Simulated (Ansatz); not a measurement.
`CCSC=S` and `O=CSC=S` differ in one atom or group.

Ansatz, PBE0-D4/def2-TZVP geometries, multiplicity 1. Each molecule was computed in one conformer, which needn't be the lowest.

| property | `CCSC=S` |
| --- | --- |
| size of the dipole moment (B3LYP/def2-TZVPP) / D | 4.16 |
| size of the dipole moment (PBE/def2-TZVPP) / D | 4.13 |
| HOMO energy (B3LYP/def2-TZVPP) / eV | -6.17 |
| LUMO energy (PBE/def2-TZVPP) / eV | -2.83 |
| LUMO energy (PBE0/def2-TZVPP) / eV | -2.02 |
| size of the dipole moment (ωB97M-V/def2-TZVPP) / D | 4.08 |

(1) Give the same properties after the change, and the shifts. (Best estimate.)

Answers

(1) Computed: 
| property | `O=CSC=S` | shift |
| --- | --- | --- |
| size of the dipole moment (B3LYP/def2-TZVPP) / D | 2.24 | -1.92 |
| size of the dipole moment (PBE/def2-TZVPP) / D | 2.14 | -1.99 |
| HOMO energy (B3LYP/def2-TZVPP) / eV | -6.65 | -0.48 |
| LUMO energy (PBE/def2-TZVPP) / eV | -3.72 | -0.89 |
| LUMO energy (PBE0/def2-TZVPP) / eV | -2.85 | -0.83 |
| size of the dipole moment (ωB97M-V/def2-TZVPP) / D | 2.24 | -1.84 |

With PBE0 the HOMO falls by 0.47 eV and the LUMO falls by 0.83 eV, so the gap narrows by about 0.36 eV. PBE moves the HOMO by -0.45 eV and ωB97M-V by -0.43 eV. Dipoles are sizes alone; their direction can turn.

B3LYP here is the variant with VWN-RPA as its local correlation; programs differ in this.
